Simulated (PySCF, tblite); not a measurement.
# H₂O: bond homolysis, part 2 of 2

tblite 0.8.0 and PySCF 2.14.0. Atoms count from 0.

## 12. Bond homolysis: CCSD(T)/aug-cc-pVTZ

This step combines the energies above: geometries from PBE0-D3(BJ)/def2-SVP, zero-point and thermal terms from PBE0-D3(BJ)/def2-SVP.

What the job is given:

```
{"job": {"kind": "bd", "cap": 8, "geom": {"xc": "PBE0", "basis": "def2-SVP", "d3": "d3bj", "grid": 1}, "hess": 1, "level": {"xc": "CCSD(T)", "basis": "aug-cc-pVTZ"}}, "charge": 0, "multiplicity": 1}
O      0.010306     0.397155    -0.004969
H     -0.743881    -0.196774     0.068602
H      0.756486    -0.205453    -0.088708
```

Output (the driver's rows laid out field by field):

```text
homolysis bond by bond, CCSD(T)/aug-cc-pVTZ // PBE0-D3(BJ)/def2-SVP

row 1
  atoms                   0 1
  elements                O H
  length                  0.9628
  fragments               formula HO, charge 0, multiplicity 2, smiles [OH], kept yes, pieces 1, point_group Cinfv, largest_spin O 1.044; formula H, charge 0, multiplicity 2, smiles [H], kept yes, pieces 1
  electronic              516.97
  zero_kelvin             482.74
  enthalpy                487.69
  free_energy             454.91
```

It took 17 s on 1 thread of Arm Neoverse V1, shared host.

Dissociation energies (kJ/mol, gas phase, 298 K for the thermal columns):

```
 bond   fragments  electronic  enthalpy  free energy
O0–H1  [OH] + [H]       517.0     487.7        454.9
```

## 13. Single point (H₂O): wavefunction

Geometry: PBE0-D3(BJ)/def2-SVP.

What the job is given:

```
{"job": {"kind": "sp", "xc": "MP2", "basis": "aug-cc-pVTZ", "grid": 2}, "charge": 0, "multiplicity": 1}
O      0.010306     0.397155    -0.004969
H     -0.743881    -0.196774     0.068602
H      0.756486    -0.205453    -0.088708
```

Level: wavefunction single point, frozen core, gas phase.

Log:

```text
final grid: 21952 points
cycle   1  E = -76.0238076237  dE = -1.507e-01  |g| = 4.370e-01  |ddm| = 2.783e+00
cycle   2  E = -76.0493544555  dE = -2.555e-02  |g| = 2.622e-01  |ddm| = 7.459e-01
cycle   3  E = -76.0598934587  dE = -1.054e-02  |g| = 2.594e-02  |ddm| = 2.823e-01
cycle   4  E = -76.0600477972  dE = -1.543e-04  |g| = 5.839e-03  |ddm| = 3.213e-02
cycle   5  E = -76.0600627896  dE = -1.499e-05  |g| = 1.246e-03  |ddm| = 1.066e-02
cycle   6  E = -76.0600637845  dE = -9.949e-07  |g| = 2.374e-04  |ddm| = 2.829e-03
cycle   7  E = -76.0600638253  dE = -4.080e-08  |g| = 3.548e-05  |ddm| = 7.728e-04
cycle   8  E = -76.0600638260  dE = -7.513e-10  |g| = 4.099e-06  |ddm| = 1.053e-04
converged SCF energy = -76.0600638260
E(HF, exact integrals) = -76.0600687507
E(MP2) = -76.3289695287
```

Run time: 0.72 s. Hardware: 1 thread of Arm Neoverse V1, shared host.

## 14. Single point (HO radical): wavefunction

Geometry: PBE0-D3(BJ)/def2-SVP.

What the job is given:

```
{"job": {"kind": "sp", "xc": "MP2", "basis": "aug-cc-pVTZ", "grid": 2}, "charge": 0, "multiplicity": 2}
O      0.010788     0.403824    -0.002063
H      0.761465    -0.209530    -0.119846
```

Method: wavefunction single point, frozen core, gas phase.

Log:

```text
final grid: 16584 points
cycle   1  E = -75.4036472503  dE = -3.564e-01  |g| = 1.969e-01  |ddm| = 1.550e+00
cycle   2  E = -75.4198446104  dE = -1.620e-02  |g| = 4.631e-02  |ddm| = 2.782e-01
cycle   3  E = -75.4210168379  dE = -1.172e-03  |g| = 1.780e-02  |ddm| = 5.768e-02
cycle   4  E = -75.4212753890  dE = -2.586e-04  |g| = 7.826e-03  |ddm| = 3.422e-02
cycle   5  E = -75.4213294795  dE = -5.409e-05  |g| = 3.879e-03  |ddm| = 1.531e-02
cycle   6  E = -75.4213531792  dE = -2.370e-05  |g| = 1.411e-03  |ddm| = 1.379e-02
cycle   7  E = -75.4213572723  dE = -4.093e-06  |g| = 4.827e-04  |ddm| = 6.025e-03
cycle   8  E = -75.4213577750  dE = -5.027e-07  |g| = 1.075e-04  |ddm| = 2.483e-03
cycle   9  E = -75.4213577929  dE = -1.793e-08  |g| = 3.362e-05  |ddm| = 4.016e-04
cycle  10  E = -75.4213577947  dE = -1.775e-09  |g| = 5.691e-06  |ddm| = 1.302e-04
converged SCF energy = -75.4213577947
E(HF, exact integrals) = -75.4213611396
E(MP2) = -75.6262917641
```

Run time: 0.49 s. Hardware: 1 thread of Arm Neoverse V1, shared host.

## 15. Single point (H radical): wavefunction

Geometry: atom.

What the job is given:

```
{"job": {"kind": "sp", "xc": "MP2", "basis": "aug-cc-pVTZ", "grid": 2}, "charge": 0, "multiplicity": 2}
H      0.000000     0.000000     0.000000
```

Level: wavefunction single point, frozen core, gas phase.

Log:

```text
final grid: 5376 points
cycle   1  E = -0.4886161531  dE = -1.657e-01  |g| = 7.409e-02  |ddm| = 9.514e-01
cycle   2  E = -0.4980704924  dE = -9.454e-03  |g| = 2.929e-02  |ddm| = 2.429e-01
cycle   3  E = -0.4998202702  dE = -1.750e-03  |g| = 7.675e-04  |ddm| = 1.592e-01
cycle   4  E = -0.4998211564  dE = -8.863e-07  |g| = 9.342e-05  |ddm| = 4.419e-03
cycle   5  E = -0.4998211760  dE = -1.953e-08  |g| = 8.877e-06  |ddm| = 5.878e-04
cycle   6  E = -0.4998211760  dE = -5.757e-11  |g| = 2.839e-08  |ddm| = 5.007e-05
converged SCF energy = -0.4998211760
E(HF, exact integrals) = -0.4998211760
```

It took 0.03 s on 1 thread of Arm Neoverse V1, shared host.

## 16. Bond homolysis: MP2/aug-cc-pVTZ

This step combines the energies above: geometries from PBE0-D3(BJ)/def2-SVP, zero-point and thermal terms from PBE0-D3(BJ)/def2-SVP.

What the job is given:

```
{"job": {"kind": "bd", "cap": 8, "geom": {"xc": "PBE0", "basis": "def2-SVP", "d3": "d3bj", "grid": 1}, "hess": 1, "level": {"xc": "MP2", "basis": "aug-cc-pVTZ"}}, "charge": 0, "multiplicity": 1}
O      0.010306     0.397155    -0.004969
H     -0.743881    -0.196774     0.068602
H      0.756486    -0.205453    -0.088708
```

Output (the driver's rows laid out field by field):

```text
homolysis bond by bond, MP2/aug-cc-pVTZ // PBE0-D3(BJ)/def2-SVP

row 1
  atoms                   0 1
  elements                O H
  length                  0.9628
  fragments               formula HO, charge 0, multiplicity 2, smiles [OH], kept yes, pieces 1, point_group Cinfv, largest_spin O 1.044; formula H, charge 0, multiplicity 2, smiles [H], kept yes, pieces 1
  electronic              532.6
  zero_kelvin             498.37
  enthalpy                503.32
  free_energy             470.55
```

Run time: 1.3 s. Hardware: 1 thread of Arm Neoverse V1, shared host.

Dissociation energies (kJ/mol, gas phase, 298 K for the thermal columns):

```csv
bond,fragments,electronic,enthalpy,free energy
O0–H1,[OH] + [H],532.6,503.3,470.6
```

## 17. Single point (H₂O): HF/aug-cc-pVTZ

Geometry: PBE0-D3(BJ)/def2-SVP.

What the job is given:

```
{"job": {"kind": "sp", "xc": "HF", "basis": "aug-cc-pVTZ", "grid": 2}, "charge": 0, "multiplicity": 1}
O      0.010306     0.397155    -0.004969
H     -0.743881    -0.196774     0.068602
H      0.756486    -0.205453    -0.088708
```

Log:

```text
final grid: 21952 points
cycle   1  E = -76.0238076237  dE = -1.507e-01  |g| = 4.370e-01  |ddm| = 2.783e+00
cycle   2  E = -76.0493544555  dE = -2.555e-02  |g| = 2.622e-01  |ddm| = 7.459e-01
cycle   3  E = -76.0598934587  dE = -1.054e-02  |g| = 2.594e-02  |ddm| = 2.823e-01
cycle   4  E = -76.0600477972  dE = -1.543e-04  |g| = 5.839e-03  |ddm| = 3.213e-02
cycle   5  E = -76.0600627896  dE = -1.499e-05  |g| = 1.246e-03  |ddm| = 1.066e-02
cycle   6  E = -76.0600637845  dE = -9.949e-07  |g| = 2.374e-04  |ddm| = 2.829e-03
cycle   7  E = -76.0600638253  dE = -4.080e-08  |g| = 3.548e-05  |ddm| = 7.728e-04
cycle   8  E = -76.0600638260  dE = -7.513e-10  |g| = 4.099e-06  |ddm| = 1.053e-04
converged SCF energy = -76.0600638260
```

Wall time 0.12 s (1 thread of Arm Neoverse V1, shared host).

## 18. Single point (HO radical): HF/aug-cc-pVTZ

Geometry: PBE0-D3(BJ)/def2-SVP.

What the job is given:

```
{"job": {"kind": "sp", "xc": "HF", "basis": "aug-cc-pVTZ", "grid": 2}, "charge": 0, "multiplicity": 2}
O      0.010788     0.403824    -0.002063
H      0.761465    -0.209530    -0.119846
```

Log:

```text
final grid: 16584 points
cycle   1  E = -75.4036472503  dE = -3.564e-01  |g| = 1.969e-01  |ddm| = 1.550e+00
cycle   2  E = -75.4198446104  dE = -1.620e-02  |g| = 4.631e-02  |ddm| = 2.782e-01
cycle   3  E = -75.4210168379  dE = -1.172e-03  |g| = 1.780e-02  |ddm| = 5.768e-02
cycle   4  E = -75.4212753890  dE = -2.586e-04  |g| = 7.826e-03  |ddm| = 3.422e-02
cycle   5  E = -75.4213294795  dE = -5.409e-05  |g| = 3.879e-03  |ddm| = 1.531e-02
cycle   6  E = -75.4213531792  dE = -2.370e-05  |g| = 1.411e-03  |ddm| = 1.379e-02
cycle   7  E = -75.4213572723  dE = -4.093e-06  |g| = 4.827e-04  |ddm| = 6.025e-03
cycle   8  E = -75.4213577750  dE = -5.027e-07  |g| = 1.075e-04  |ddm| = 2.483e-03
cycle   9  E = -75.4213577929  dE = -1.793e-08  |g| = 3.362e-05  |ddm| = 4.016e-04
cycle  10  E = -75.4213577947  dE = -1.775e-09  |g| = 5.691e-06  |ddm| = 1.302e-04
converged SCF energy = -75.4213577947
```

It took 0.14 s on 1 thread of Arm Neoverse V1, shared host.

## 19. Single point (H radical): HF/aug-cc-pVTZ

Geometry: atom.

What the job is given:

```
{"job": {"kind": "sp", "xc": "HF", "basis": "aug-cc-pVTZ", "grid": 2}, "charge": 0, "multiplicity": 2}
H      0.000000     0.000000     0.000000
```

Log:

```text
final grid: 5376 points
cycle   1  E = -0.4886161531  dE = -1.657e-01  |g| = 7.409e-02  |ddm| = 9.514e-01
cycle   2  E = -0.4980704924  dE = -9.454e-03  |g| = 2.929e-02  |ddm| = 2.429e-01
cycle   3  E = -0.4998202702  dE = -1.750e-03  |g| = 7.675e-04  |ddm| = 1.592e-01
cycle   4  E = -0.4998211564  dE = -8.863e-07  |g| = 9.342e-05  |ddm| = 4.419e-03
cycle   5  E = -0.4998211760  dE = -1.953e-08  |g| = 8.877e-06  |ddm| = 5.878e-04
cycle   6  E = -0.4998211760  dE = -5.757e-11  |g| = 2.839e-08  |ddm| = 5.007e-05
converged SCF energy = -0.4998211760
```

Run time: 0.03 s. Hardware: 1 thread of Arm Neoverse V1, shared host.

## 20. Bond homolysis: HF/aug-cc-pVTZ

This step combines the energies above: geometries from PBE0-D3(BJ)/def2-SVP, zero-point and thermal terms from PBE0-D3(BJ)/def2-SVP.

What the job is given:

```
{"job": {"kind": "bd", "cap": 8, "geom": {"xc": "PBE0", "basis": "def2-SVP", "d3": "d3bj", "grid": 1}, "hess": 1, "level": {"xc": "HF", "basis": "aug-cc-pVTZ"}}, "charge": 0, "multiplicity": 1}
O      0.010306     0.397155    -0.004969
H     -0.743881    -0.196774     0.068602
H      0.756486    -0.205453    -0.088708
```

Output (the driver's rows laid out field by field):

```text
homolysis bond by bond, HF/aug-cc-pVTZ // PBE0-D3(BJ)/def2-SVP

row 1
  atoms                   0 1
  elements                O H
  length                  0.9628
  fragments               formula HO, charge 0, multiplicity 2, smiles [OH], kept yes, pieces 1, point_group Cinfv, largest_spin O 1.044; formula H, charge 0, multiplicity 2, smiles [H], kept yes, pieces 1
  electronic              364.64
  zero_kelvin             330.42
  enthalpy                335.37
  free_energy             302.59
```

It took 0.39 s on 1 thread of Arm Neoverse V1, shared host.

Dissociation energies (kJ/mol, gas phase, 298 K for the thermal columns):

```
 bond   fragments  electronic  enthalpy  free energy
O0–H1  [OH] + [H]       364.6     335.4        302.6
```

## 21. Outcome

The summary covers parts 1 to 2.

```
                                       quantity                       value
      strongest single infrared mode (GFN2-xTB)       1539 cm⁻¹, 133 km/mol
                   zero-point energy (GFN2-xTB)               12.6 kcal/mol
                                    point group                         C2v
           rotational constants (main isotopes)  788.69, 440.66, 282.71 GHz
   bond enthalpy (ΔH), O0–H1 (M06-2X/def2-TZVP)                484.8 kJ/mol
bond enthalpy (ΔH), O0–H1 (CCSD(T)/aug-cc-pVTZ)                487.7 kJ/mol
    bond enthalpy (ΔH), O0–H1 (MP2/aug-cc-pVTZ)                503.3 kJ/mol
     bond enthalpy (ΔH), O0–H1 (HF/aug-cc-pVTZ)                335.4 kJ/mol
```

**Reading.** All 3 modes are real, so the xTB geometry is a minimum. The strongest single mode, at 1539 cm⁻¹, moves mainly H2 and H1. GFN2-xTB is a fitted tight-binding method: band positions and strengths are rough. Its intensities can rank the bands wrongly. Relaxing lowered the energy by 0.011 eV in 2 steps; the close pair that moved most is O0–H2, from 0.959 to 0.963 Å (PBE0/def2-SVP). The bond enthalpy (ΔH) at O0–H1 is 484.8 kJ/mol at M06-2X/def2-TZVP; zero-point and thermal terms move it by -29.3 kJ/mol from the electronic value. Hartree-Fock lacks correlation, so its bond and fragment energies are far off.
